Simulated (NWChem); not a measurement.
Everything below was run with NWChem. System: CH, charge 0, spin multiplicity 2, at a geometry optimised with UPBE0/def2-SVP. The structure started from a generated list of species. Its SCF solution wasn't tested for a lower state. Level: UPBE/def2-TZVP.

Input file:

```
start mol
memory heap 200 mb stack 900 mb global 1100 mb
geometry units angstroms nocenter noautoz
  C      0.000000     0.000000     0.162037
  H      0.000000     0.000000    -0.972224
  symmetry group C2v
end
basis spherical
  * library def2-tzvp
end
dft
  xc xpbe96 cpbe96
  odft
  mult 2
  semidirect memsize 60000000 filesize 0
  iterations 100
end
task dft energy
```

Part of the output:

```
             Northwest Computational Chemistry Package (NWChem) 7.3.0
             --------------------------------------------------------

                                NWChem Input Module
                                -------------------

 Scaling coordinates for geometry "geometry" by  1.889725989
 (inverse scale =  0.529177249)

 Turning off AUTOSYM since
 SYMMETRY directive was detected!

                             Geometry "geometry" -> ""
                             -------------------------

 Output coordinates in angstroms (scale by  1.889725989 to convert to a.u.)

  No.       Tag          Charge          X              Y              Z
 ---- ---------------- ---------- -------------- -------------- --------------
    1 C                    6.0000     0.00000000     0.00000000     0.16203700
    2 H                    1.0000     0.00000000     0.00000000    -0.97222400

 Effective nuclear repulsion energy (a.u.)       2.7992353559

            Nuclear Dipole moment (a.u.)
            ----------------------------
        X                 Y               Z
 ---------------- ---------------- ----------------
     0.0000000000     0.0000000000    -0.0000037795

      Symmetry information
      --------------------

 Group name             C2v
 Group number             16
 Group order               4
 No. of unique centers     2

      Symmetry unique atoms

     1    2


 Summary of "ao basis" -> "" (spherical)
 ------------------------------------------------------------------------------
       Tag                 Description            Shells   Functions and Types
 ---------------- ------------------------------  ------  ---------------------
 *                         def2-tzvp                  on all atoms

  pbe96 is a nonlocal functional; adding pw91lda local functional.

                                 NWChem DFT Module
                                 -----------------

 Summary of "ao basis" -> "ao basis" (spherical)
 ------------------------------------------------------------------------------
       Tag                 Description            Shells   Functions and Types
 ---------------- ------------------------------  ------  ---------------------
 C                         def2-tzvp                11       31   5s3p2d1f
 H                         def2-tzvp                 4        6   3s1p

 Summary of "ao basis" -> "ao basis" (spherical)
 ------------------------------------------------------------------------------
       Tag                 Description            Shells   Functions and Types
 ---------------- ------------------------------  ------  ---------------------
 C                         def2-tzvp                11       31   5s3p2d1f
 H                         def2-tzvp                 4        6   3s1p

      Symmetry analysis of basis
      --------------------------

        a1         18
        a2          3
        b1          8
        b2          8

            General Information
            -------------------
          SCF calculation type: DFT
          Wavefunction type:  spin polarized.
          No. of atoms     :     2
          No. of electrons :     7
           Alpha electrons :     4
            Beta electrons :     3
          Charge           :     0
          Spin multiplicity:     2
          Use of symmetry is: on ; symmetry adaption is: on
          Maximum number of iterations: 100
          AO basis - number of functions:    37
                     number of shells:    15
[...]
     2      0.084719  1 C  s                 32      0.064721  2 H  s

 Vector    7  Occ=0.000000D+00  E= 1.675117D-01  Symmetry=a1
              MO Center=  9.0D-15, -3.8D-16,  6.1D-02, r^2= 4.0D+00
   Bfn.  Coefficient  Atom+Function         Bfn.  Coefficient  Atom+Function
  ----- ------------  ---------------      ----- ------------  ---------------
     5      3.633766  1 C  s                 34     -2.091710  2 H  s
     4     -1.819880  1 C  s                 14     -0.891414  1 C  pz
    11     -0.211515  1 C  pz                 8     -0.182800  1 C  pz
    33     -0.153214  2 H  s                  3      0.106704  1 C  s
     2      0.077439  1 C  s                 32     -0.045445  2 H  s

                     DFT Final Beta Molecular Orbital Analysis
                     -----------------------------------------

 Vector    1  Occ=1.000000D+00  E=-9.983295D+00  Symmetry=a1
              MO Center=  6.9D-22,  3.9D-21,  1.6D-01, r^2= 2.8D-02
   Bfn.  Coefficient  Atom+Function         Bfn.  Coefficient  Atom+Function
  ----- ------------  ---------------      ----- ------------  ---------------
     2      0.608786  1 C  s                  1      0.467082  1 C  s
     3      0.034568  1 C  s

 Vector    2  Occ=1.000000D+00  E=-5.518328D-01  Symmetry=a1
              MO Center= -4.6D-16, -1.8D-16, -3.3D-01, r^2= 7.7D-01
   Bfn.  Coefficient  Atom+Function         Bfn.  Coefficient  Atom+Function
  ----- ------------  ---------------      ----- ------------  ---------------
     4      0.377268  1 C  s                  3      0.333319  1 C  s
     2     -0.199180  1 C  s                 33      0.185742  2 H  s
    32      0.149655  2 H  s                  8     -0.136129  1 C  pz
     5      0.108029  1 C  s                  1     -0.094471  1 C  s
    11     -0.094470  1 C  pz                34      0.047895  2 H  s

 Vector    3  Occ=1.000000D+00  E=-2.626358D-01  Symmetry=a1
              MO Center= -1.3D-15,  2.8D-16,  2.6D-01, r^2= 1.2D+00
   Bfn.  Coefficient  Atom+Function         Bfn.  Coefficient  Atom+Function
  ----- ------------  ---------------      ----- ------------  ---------------
     8      0.337369  1 C  pz                 4      0.306937  1 C  s
     5      0.306054  1 C  s                 11      0.247291  1 C  pz
    33     -0.234641  2 H  s                  3      0.210100  1 C  s
    34     -0.198413  2 H  s                 32     -0.135186  2 H  s
     2     -0.123581  1 C  s                 14      0.123044  1 C  pz

 Vector    4  Occ=0.000000D+00  E=-1.759256D-01  Symmetry=b1
              MO Center=  1.8D-15, -3.1D-17,  1.2D-01, r^2= 1.2D+00
   Bfn.  Coefficient  Atom+Function         Bfn.  Coefficient  Atom+Function
  ----- ------------  ---------------      ----- ------------  ---------------
     6      0.452118  1 C  px                 9      0.402406  1 C  px
    12      0.340875  1 C  px                23      0.030198  1 C  d  1

 Vector    5  Occ=0.000000D+00  E=-1.205169D-01  Symmetry=b2
              MO Center= -5.0D-16, -1.8D-15,  1.2D-01, r^2= 1.4D+00
   Bfn.  Coefficient  Atom+Function         Bfn.  Coefficient  Atom+Function
  ----- ------------  ---------------      ----- ------------  ---------------
     7      0.428584  1 C  py                13      0.413603  1 C  py
    10      0.361232  1 C  py                21     -0.030528  1 C  d -1
    36      0.026466  2 H  py

 Vector    6  Occ=0.000000D+00  E= 5.283642D-02  Symmetry=a1
              MO Center= -8.5D-16, -2.1D-15, -1.1D+00, r^2= 2.9D+00
   Bfn.  Coefficient  Atom+Function         Bfn.  Coefficient  Atom+Function
  ----- ------------  ---------------      ----- ------------  ---------------
    34      2.364181  2 H  s                  5     -1.006168  1 C  s
    14      0.870259  1 C  pz                 4     -0.517134  1 C  s
     8      0.242529  1 C  pz                11      0.180785  1 C  pz
     3     -0.119554  1 C  s                 33     -0.114679  2 H  s
     2      0.083172  1 C  s                 32      0.059549  2 H  s

   alpha - beta orbital overlaps
   -----------------------------

   alpha      1      2      3      4      5      6      7      8      9     10
    beta      1      2      3      5      4      6      7     10      8      9
 overlap   1.000  0.998  0.998  0.995  1.000  0.999  0.993  0.995  1.000  0.994

   alpha     11     12     13     14     15     16     17     18     19     20
    beta     11     13     12     15     14     16     17     19     18     20
 overlap   0.999  1.000  1.000  1.000  0.994  0.995  0.998  0.998  1.000  0.999

   alpha     21     22     23     24     25     26     27     28     29     30
    beta     22     21     23     24     25     28     27     26     30     32
 overlap   0.998  1.000  0.999  0.998  0.999  0.999  0.999  0.998  1.000  0.999

   alpha     31     32     33     34     35     36     37
    beta     31     29     34     33     35     36     37
 overlap   0.994  1.000  0.999  0.999  0.996  1.000  1.000

     --------------------------
     Expectation value of S2:
     --------------------------
      <S2> =      0.7529 (Exact =     0.7500)

 center of mass
 --------------
 x =   0.00000000 y =   0.00000000 z =   0.14013511

 moments of inertia (a.u.)
 ------------------
           4.271548666514           0.000000000000           0.000000000000
           0.000000000000           4.271548666514           0.000000000000
           0.000000000000           0.000000000000           0.000000000000

     Multipole analysis of the density
     ---------------------------------

     L   x y z        total         alpha         beta         nuclear
     -   - - -        -----         -----         ----         -------
     0   0 0 0     -0.000000     -4.000000     -3.000000      7.000000

     1   1 0 0     -0.000000     -0.000000     -0.000000      0.000000
     1   0 1 0      0.000000     -0.000000      0.000000      0.000000
     1   0 0 1     -0.566989     -0.391196     -0.175789     -0.000004

     2   2 0 0     -4.297597     -2.510718     -1.786880      0.000000
     2   1 1 0     -0.000000     -0.000000     -0.000000      0.000000
     2   1 0 1      0.000000     -0.000000      0.000000      0.000000
     2   0 2 0     -5.826509     -4.141445     -1.685064      0.000000
     2   0 1 1     -0.000000     -0.000000     -0.000000      0.000000
     2   0 0 2     -5.789789     -5.201553     -4.526247      3.938011

 Task  times  cpu:        0.4s     wall:        0.4s

 Total times  cpu:        0.4s     wall:        0.4s
```
